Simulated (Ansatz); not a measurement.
BMe2H (C₂H₇B). Charge 0, multiplicity 1. Geometry PBE-D4/def2-TZVP, basis def2-TZVP, Ansatz.

```xyz
10

B     0.210   -0.426   -0.313
C    -1.204   -0.610    0.325
H    -1.926   -0.440   -0.501
H    -1.459    0.107    1.119
H    -1.408   -1.636    0.666
C     1.079    0.860   -0.135
H     1.874    0.588    0.589
H     0.553    1.731    0.281
H     1.624    1.153   -1.046
H     0.657   -1.328   -0.985
```

| run | HOMO (eV) | LUMO (eV) |
| --- | --- | --- |
| A | -8.23 | -0.99 |
| B | -11.13 | 1.61 |
| C | -7.22 | -1.53 |
| D | -7.24 | -1.64 |
| E | -11.48 | 1.73 |
| F | -8.64 | -0.60 |

LC-ωPBE has ω = 0.4 bohr⁻¹. HSE06 is defined as in plane-wave codes, on full-range PBE exchange.

Problem. The runs used HSE06, LC-ωPBE, PBE, PBE0, revPBE, ωB97X-V. Estimate which is which.

Solution. A HSE06 (range-separated); B ωB97X-V (range-separated); C revPBE (0 % exact exchange); D PBE (0 % exact exchange); E LC-ωPBE (range-separated); F PBE0 (25 % exact exchange). Exact exchange lowers occupied and raises empty levels; among semilocal functionals meta-GGAs tend to open the gap a little, and such runs are hard to tell apart. The gap grows from 5.60 eV (PBE) to 13.20 eV (LC-ωPBE).
